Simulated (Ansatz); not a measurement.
A nudged elastic band was laid between two geometries of CH8AlN (11 atoms, charge 0, multiplicity 1).

These are results of RKS LDA/6-31G* (Ansatz), not measurements.

```json
{
  "movable images": "5",
  "climbing image": "yes",
  "spring": "5.0 eV/Å²",
  "optimiser": "quadratic models (default)",
  "start path": "through a guess of the saddle point",
  "force threshold": "0.05 eV/Å",
  "iteration limit": "60",
  "end points": "relaxed"
}
```

First end point:

```xyz
11
Properties=species:S:1:pos:R:3
Al 0.052 -0.086 0.311
H -0.072 0.636 1.756
H 1.531 -0.166 -0.345
H -1.216 0.008 -0.691
N -0.109 -2.014 0.929
H -0.099 -2.624 0.098
C 0.970 -2.368 1.856
H 0.903 -3.410 2.219
H 1.933 -2.213 1.341
H 0.934 -1.671 2.711
H -1.032 -2.133 1.372
```

Last end point:

```xyz
11
Properties=species:S:1:pos:R:3
Al 0.370 -0.683 -0.591
H -1.033 -0.342 3.058
H 1.841 -0.052 -0.659
H -0.874 -0.355 -1.542
N 0.100 -1.891 0.690
H -0.818 -2.341 0.778
C 1.050 -2.361 1.665
H 1.210 -3.458 1.612
H 2.030 -1.876 1.490
H 0.743 -2.113 2.706
H -0.826 -0.572 2.348
```

Task: Which bonds break or form, and what moves?

Result: Bonds broken: Al1–H2, N5–H11. Bonds formed: H2–H11. CH8AlN becomes CH6AlN + H2.

Task: Give the energies along the band, and the barrier.

Result: It converged. The highest image is number 3 of 0 to 6, 125.4 kJ/mol above the first end and 48.1 kJ/mol above the last; the last end lies 77.3 kJ/mol above the first. The profile has 2 maxima (images 1, 3) with wells between them (image 2): this band takes more than one step, which may be the mechanism or a detour left from its start path. Neighbouring images differ by up to 1.3 eV, so the band resolves the path poorly. A vibrational analysis at the climbing image gives one clearly imaginary mode, 926i cm⁻¹: a first-order saddle point. The orbitals stay closed-shell, which can raise the energy where a bond breaks towards radicals; this wasn't checked here.

```csv
image,path coordinate (Å),energy (kJ/mol),Al1–H2 (Å),N5–H11 (Å),H2–H11 (Å)
0,0.00,0.0,1.62,1.03,2.96
1,3.18,2.8,1.62,1.03,2.75
2,6.36,0.8,1.62,1.03,3.10
3,9.54,125.4,1.86,1.52,0.97
4,10.75,81.8,2.72,2.53,0.78
5,11.96,79.5,3.37,2.43,0.77
6,13.17,77.3,3.92,2.31,0.77
```

Task: What is the geometry of the highest image?

Result: 
```xyz
11
Properties=species:S:1:pos:R:3
Al 0.136 -0.488 -0.086
H -0.444 0.420 1.436
H 1.655 -0.020 -0.268
H -1.064 -0.281 -1.125
N -0.097 -1.922 1.117
H -0.921 -2.525 1.024
C 1.002 -2.553 1.810
H 1.463 -3.385 1.237
H 1.800 -1.805 1.983
H 0.703 -2.950 2.802
H -0.440 -0.533 1.627
```

Run time: 3.3 min on 1 thread of Arm Neoverse V2 (shared host), peak memory 0.1 GiB.
